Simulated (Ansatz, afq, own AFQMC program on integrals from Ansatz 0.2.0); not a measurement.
**AlH4, doublet: AFQMC among the cluster methods**

```xyz
5

Al   -0.0929    0.0000    0.0000
H    -0.8858    1.3734    0.0000
H    -0.8858   -1.3734    0.0000
H     1.7121    0.0000    0.0000
H     2.5451    0.0000    0.0000
```

Basis cc-pVTZ. Only valence electrons are correlated. AFQMC by an in-house program on the Cholesky factors that Ansatz 0.2.0 writes for its CCSD(T) run. The CISD trial takes its coefficients from CCSD amplitudes. Released means that phaseless walkers are propagated on without the constraint, phases kept. Uncertainties: one standard error, sampling alone.

Determinant: UHF, the one that the program's search chose, which needn't be the lowest solution. The geometry is a point of a scan.

No full CI on the walks' own integrals is used here; CCSDT(Q) serves as the reference and is uncertain by about the last step of the cluster series.

The T1 diagnostic is 0.0153, the weight of the determinant in the CISD state is 0.919 and the ⟨S²⟩ of the determinant is 0.769. The size of the correlated space is 7 electrons in 85 orbitals.

(1) Estimate: order these by the size of their error in total energy against CCSDT(Q), smallest first.
A. CCSD
B. AFQMC with the constraint released
C. CCSD(T)
D. MP2

(1) B (2.1 ± 1.7 meV), C (20.5 meV), A (86.1 meV), D (843.8 meV).

Reference: CCSDT(Q), correlation energy -3.771 eV. The released energy is read at 2.40 1/Eh (meV from the phaseless value at times in 1/Eh: -1.2 ± 1.4 at 0.24, -2.7 ± 1.2 at 0.51, -3.2 ± 1.3 at 0.99, -4.3 ± 1.5 at 1.62, -6.9 ± 1.7 at 2.40).

A walk keeps the symmetry of its determinant, which the program's search chose and which needn't be the lowest solution, so a lower state of the same spin and another symmetry isn't excluded. Released energies are given only where the last usable release times agree within the noise; a slower fall can still hide under it.
